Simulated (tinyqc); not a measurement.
Inside a calculation. Method: RKS/LDA (VWN5) in the sto-6g basis, for LiH, spin multiplicity 1. One step of it, computed by the program tinyqc.

Question. Iteration 2: building the Kohn-Sham matrix. J_ij = sum D_kl (ij|kl); F = H + J + V_xc; E = tr D H + tr D J / 2 + E_xc + E_nn.

D after iteration 1, lower triangle:
```
            1Li 1s     1Li 2s    1Li 2px   1Li 2py    1Li 2pz     2H 1s
1Li 1s    2.027418
1Li 2s   -0.062681   0.001938
1Li 2px   0.000000   0.000000   0.004734
1Li 2py   0.000000   0.000000  -0.097186  1.995266
1Li 2pz  -0.003482   0.000108   0.000000  0.000000   0.000006
2H 1s     0.011564  -0.000358   0.000000  0.000000  -0.000020  0.000066
```

core Hamiltonian H = T + V (hartree), lower triangle:
```
            1Li 1s     1Li 2s    1Li 2px    1Li 2py    1Li 2pz      2H 1s
1Li 1s   -4.675392
1Li 2s   -0.992124  -1.312278
1Li 2px   0.000000   0.000000  -1.079152
1Li 2py   0.000000   0.000000   0.000000  -1.079152
1Li 2pz  -0.007878  -0.080060   0.000000   0.000000  -1.137928
2H 1s    -0.055829  -0.333415   0.000000   0.000000  -0.466920  -1.145938
```

Two-electron integrals (ij|kl) in chemists' order, unique and non-zero (hartree):
```
(11|11) 1.681247   (21|11) 0.242603   (21|21) 0.044507   (22|11) 0.397190
(22|21) 0.090279   (22|22) 0.290625   (31|31) 0.009437   (32|31) 0.014261
(32|32) 0.064236   (33|11) 0.397190   (33|21) 0.090279   (33|22) 0.290625
(33|33) 0.313125   (41|41) 0.009437   (42|41) 0.014261   (42|42) 0.064236
(43|43) 0.016875   (44|11) 0.397190   (44|21) 0.090279   (44|22) 0.290625
(44|33) 0.279374   (44|44) 0.313125   (51|51) 0.009437   (52|51) 0.014261
(52|52) 0.064236   (53|53) 0.016875   (54|54) 0.016875   (55|11) 0.397190
(55|21) 0.090279   (55|22) 0.290625   (55|33) 0.279374   (55|44) 0.279374
(55|55) 0.313125   (61|11) 0.012973   (61|21) 0.002352   (61|22) 0.004907
(61|33) 0.004835   (61|44) 0.004835   (61|51) 0.000317   (61|52) 0.000677
(61|55) 0.005051   (61|61) 0.000138   (62|11) 0.064451   (62|21) 0.015024
(62|22) 0.055986   (62|33) 0.052732   (62|44) 0.052732   (62|51) 0.002350
(62|52) 0.017468   (62|55) 0.062494   (62|61) 0.000989   (62|62) 0.022901
(63|31) 0.000847   (63|32) 0.004748   (63|53) 0.002167   (63|63) 0.001072
(64|41) 0.000847   (64|42) 0.004748   (64|54) 0.002167   (64|64) 0.001072
(65|11) 0.089329   (65|21) 0.020939   (65|22) 0.079891   (65|33) 0.074462
(65|44) 0.074462   (65|51) 0.003665   (65|52) 0.027277   (65|55) 0.090748
(65|61) 0.001412   (65|62) 0.035103   (65|65) 0.054094   (66|11) 0.224955
(66|21) 0.053013   (66|22) 0.216132   (66|33) 0.198924   (66|44) 0.198924
(66|51) 0.007841   (66|52) 0.075665   (66|55) 0.250550   (66|61) 0.003543
(66|62) 0.119435   (66|65) 0.187658   (66|66) 0.774999
```

nuclear repulsion = 0.67497093 hartree

V_xc (hartree), lower triangle:
```
            1Li 1s     1Li 2s    1Li 2px    1Li 2py    1Li 2pz      2H 1s
1Li 1s   -1.050387
1Li 2s   -0.127639  -0.195324
1Li 2px   0.000000   0.000000  -0.168990
1Li 2py   0.000000   0.000000   0.003707  -0.249471
1Li 2pz   0.000034   0.000002   0.000000   0.000000  -0.167513
2H 1s    -0.006788  -0.022788   0.000000   0.000000  -0.028816  -0.052133
```

E_xc = sum of w rho eps_xc = -1.99124986 hartree

Give: Coulomb J; Kohn-Sham matrix F; total energy of this density.

Answer.

Coulomb J (hartree), lower triangle:
```
          1Li 1s   1Li 2s  1Li 2px  1Li 2py  1Li 2pz   2H 1s
1Li 1s    4.1736
1Li 2s    0.6671   1.3759
1Li 2px   0.0000   0.0000   1.3535
1Li 2py   0.0000   0.0000  -0.0033   1.4207
1Li 2pz  -0.0001  -0.0001   0.0000   0.0000   1.3534
2H 1s     0.0357   0.2344   0.0000   0.0000   0.3276  0.8477
```

Kohn-Sham matrix F (hartree), lower triangle:
```
          1Li 1s   1Li 2s  1Li 2px  1Li 2py  1Li 2pz    2H 1s
1Li 1s   -1.5522
1Li 2s   -0.4527  -0.1318
1Li 2px   0.0000   0.0000   0.1054
1Li 2py   0.0000   0.0000   0.0004   0.0921
1Li 2pz  -0.0079  -0.0801   0.0000   0.0000   0.0479
2H 1s    -0.0269  -0.1218   0.0000   0.0000  -0.1682  -0.3504
```

total energy of this density = -7.221266 hartree
